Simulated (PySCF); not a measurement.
# C2H4: the cost of one run

Programs: PySCF 2.14.0, with density-fitted response routines of our own. Each step states its level of theory. These are calculated values for one molecule in the gas phase, unless marked as measured. Atoms count from 0, in the outputs and in this text.

### 1 Starting geometry

6 atoms, charge 0, multiplicity 1; geometry from: GFN2-xTB. The atoms were then displaced at random by about 0.01 Å, so the start is not that level's minimum.

Bonds of the start (Å): C0–C1 1.34, C0–H2 1.09, C0–H3 1.07, C1–H4 1.07, C1–H5 1.07.

### 2 Optimising the geometry at PBE0-D3(BJ)/def2-SVP

The job: settings as JSON, then the geometry in Å.

```
{"job": {"xc": "PBE0", "basis": "def2-SVP", "d3": "d3bj", "grid": 1, "shake": 0.01, "kind": "geom"}, "charge": 0, "multiplicity": 1}
C      0.664170     0.107000    -0.044140
C     -0.648360    -0.136790     0.039090
H      0.997490     1.140800    -0.085630
H      1.419140    -0.645350    -0.101300
H     -1.386850     0.641840     0.079680
H     -1.021430    -1.137530     0.067630
```

The run is started by

```sh
> OMP_NUM_THREADS=1 python probes_run.py task.json out
```

The driver reads the jobs from task.json and runs them one after another.

**Question.** How long does this first job take on 1 thread of Intel Xeon 6975P-C, shared host, and how much memory does it need?

About 1.8 s, with a peak of 0.27 GiB.
